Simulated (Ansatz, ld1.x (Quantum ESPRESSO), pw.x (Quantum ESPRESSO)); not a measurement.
N (Z = 7): does the RRKJ potential hold in the solid?

* Element: N (Z = 7)
* Generator: ld1.x (Quantum ESPRESSO) 7.5
* Type: norm-conserving RRKJ (Kleinman–Bylander form)
* Functional: PBEsol
* Relativity: scalar-relativistic
* Frozen core: [He]
* Valence charge: 5
* Reference configuration: 2s2 2p3
* Partial waves: 2s (bound): rc 1.10 bohr; 2p (bound): rc 1.60 bohr
* Local potential: all-electron potential smoothed inside 1.50 bohr (lloc = -1)
* Core correction: none

Atomic tests: cutoffs needed: 60 Ry and 80 Ry (the cutoffs (Ry, on a coarse ladder) from which the occupation-weighted sum of valence levels, in a spherical-Bessel basis at the reference potential, stays within 10 and 1 mRy of its value at 400 Ry); ghost test: no extra level below or beside the all-electron valence levels (s, p, d, f tested) (spherical-Bessel basis up to 400 Ry, 20 bohr box); largest excitation error: +837 meV (all-electron minus pseudo) for 2s2 2p0, out of 7 test configurations.

Crystal test: fcc N in pw.x 7.5, no spin, 18³ k-points, Fermi–Dirac smearing 0.01 Ry, cutoffs 100/400 Ry. The lattice is a test structure that the element need not adopt, and mesh and smearing are coarse. Spin polarisation is left out.

pw.x input:

```
&control
  calculation='scf', prefix='x', pseudo_dir='./', outdir='./tmp', tstress=.true., disk_io='low'
/
&system
  ibrav=0, nat=1, ntyp=1, ecutwfc=100, ecutrho=400, nbnd=9,
  occupations='smearing', smearing='fd', degauss=0.01
/
&electrons
  conv_thr=1e-09, mixing_beta=0.4, electron_maxstep=70
/
ATOMIC_SPECIES
N 1.0 N.UPF
CELL_PARAMETERS angstrom
  0.00000000 1.53368245 1.53368245
  1.53368245 0.00000000 1.53368245
  1.53368245 1.53368245 0.00000000
ATOMIC_POSITIONS crystal
N 0.0000 0.0000 0.0000
K_POINTS automatic
18 18 18 0 0 0
```

```bash
pw.x < N.scf.in > N.scf.out
```

How does the run end?

It converges; the pressure is 4.24 GPa against 0.53 GPa from all-electron LAPW. This is a poor potential for the solid. The log shows:

```
Message from routine setup:
     using ibrav=0 with symmetry is DISCOURAGED, use correct ibrav instead
     lattice parameter (alat)  =       4.0987  a.u.
     unit-cell volume          =      48.6892 (a.u.)^3
     number of electrons       =         5.00
     number of Kohn-Sham states=            9
     kinetic-energy cutoff     =     100.0000  Ry
     charge density cutoff     =     400.0000  Ry
     scf convergence threshold =      1.0E-09
     Exchange-correlation= PBESOL
     number of k points=   195  Fermi-Dirac smearing, width (Ry)=  0.0100
     iteration #  1     ecut=   100.00 Ry     beta= 0.40
     total energy              =     -19.43406233 Ry
     estimated scf accuracy    <       0.00040699 Ry
     iteration #  2     ecut=   100.00 Ry     beta= 0.40
     total energy              =     -19.43405152 Ry
     estimated scf accuracy    <       0.00009279 Ry
     iteration #  3     ecut=   100.00 Ry     beta= 0.40
     total energy              =     -19.43406235 Ry
     estimated scf accuracy    <       0.00000278 Ry
     iteration #  4     ecut=   100.00 Ry     beta= 0.40
     total energy              =     -19.43406245 Ry
     estimated scf accuracy    <          4.5E-09 Ry
     iteration #  5     ecut=   100.00 Ry     beta= 0.40
     the Fermi energy is     9.1200 ev
!    total energy              =     -19.43406245 Ry
     estimated scf accuracy    <          1.9E-10 Ry
     smearing contrib. (-TS)   =      -0.00295616 Ry
     The total energy is F=E-TS. E is the sum of the following terms:
     one-electron contribution =       3.40933046 Ry
     hartree contribution      =       1.57240815 Ry
     xc contribution           =      -4.63850599 Ry
     ewald contribution        =     -19.77433892 Ry
     convergence has been achieved in   5 iterations
          total   stress  (Ry/bohr**3)                   (kbar)     P=       42.41
```
